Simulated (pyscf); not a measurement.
Single points on ωB97X-D3(BJ)/def2-SVP structures (PySCF, gas phase).

Problem. For the elementary gas-phase step H₃C–CdH (SMILES [CH3][CdH]) + TeH₂ (SMILES [TeH2]) → H₃C–Cd–TeH (SMILES [CH3][Cd][TeH]) + H₂ (SMILES [H][H]) (singlet surface; Cd–H, H–Te broken, Cd–Te, H–H formed), what barrier and reaction energy does ωB97M-D3(BJ)/def2-TZVP give, measured from the separated reactants?

Solution. ΔE‡ = 17.8 kcal/mol, ΔE = -24.3 kcal/mol. Zero-point energy shifts the barrier by -0.2 kcal/mol. It is a four-centre exchange, with an imaginary mode of 1235i cm⁻¹. On the reactant side the descent ends in an adduct with a Cd–Te contact (not fully relaxed), 6.1 kcal/mol under the separated species and 18.8 kcal/mol under the saddle at ωB97X-D3(BJ)/def2-TZVP. What is counted as formed (Cd–Te) is already present as a longer contact in the reactant adduct; forming that adduct is a step of its own. At ωB97X-D3(BJ)/def2-TZVP the barrier from the zero used here is 12.6 kcal/mol. One saddle was located; it need not be the lowest between these sides. Elements past Kr carry the def2 core potentials, without spin-orbit coupling.
